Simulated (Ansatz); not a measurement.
Geometry optimisation, RHF/def2-SVP in Ansatz 0.2.0.

The input (input.yaml):

```yaml
crystal:
  periodic: [false, false, false]
  atoms:
    - { symbol: "N", position_ang: [-1.1788, 0.8851, -1.2527] }
    - { symbol: C, position_ang: [-0.0416, 0.5637, -0.5274] }
    - { symbol: O, position_ang: [-0.3978, -0.5291, 0.2832] }
    - { symbol: C, position_ang: [0.8022, -0.8745, 1.1248] }
    - { symbol: F, position_ang: [1.7811, -1.2117, 0.3157] }
    - { symbol: H, position_ang: [-1.9718, 1.0746, -0.5829] }
    - { symbol: H, position_ang: [-1.4804, 0.1061, -1.7876] }
    - { symbol: H, position_ang: [0.7997, 0.3168, -1.2327] }
    - { symbol: H, position_ang: [0.2922, 1.4357, 0.1217] }
    - { symbol: H, position_ang: [0.4618, -1.7617, 1.7445] }
    - { symbol: H, position_ang: [0.9988, -0.0619, 1.8141] }
basis:
  gaussian: { orbitals: def2-SVP }
hamiltonian:
  xc: hf
relax:
  f_tol: 0.02
  max_steps: 50
```

Command:

```bash
$ ansatz run input.yaml --threads 2 --pin off --max-ram 3072MiB --backend cpu --events-out ev --progress --plain --runs-dir out
```

Question: Where does it end, and by what steps?

Answer: The run converged. After 6 steps the energy has fallen by 0.780 eV; F5 moved furthest, 0.17 Å.

```csv
step,energy less start (eV),largest force component (eV/Å),accepted
0,0.0000,5.395,yes
1,-0.6185,2.911,yes
2,-0.7473,0.991,yes
3,-0.7771,0.245,yes
4,-0.7775,0.244,yes
5,-0.7798,0.032,yes
6,-0.7800,0.016,yes
```

```xyz
11
Properties=species:S:1:pos:R:3
N -1.230 0.898 -1.239
C -0.060 0.578 -0.512
O -0.256 -0.557 0.306
C 0.762 -0.901 1.126
F 1.833 -1.337 0.417
H -2.006 1.075 -0.627
H -1.488 0.153 -1.861
H 0.758 0.383 -1.204
H 0.220 1.424 0.123
H 0.424 -1.715 1.763
H 1.107 -0.057 1.730
```

Time of the run: 9.1 s on 2 threads of Arm Neoverse V2, with other jobs on the host, peak memory 0.18 GiB.
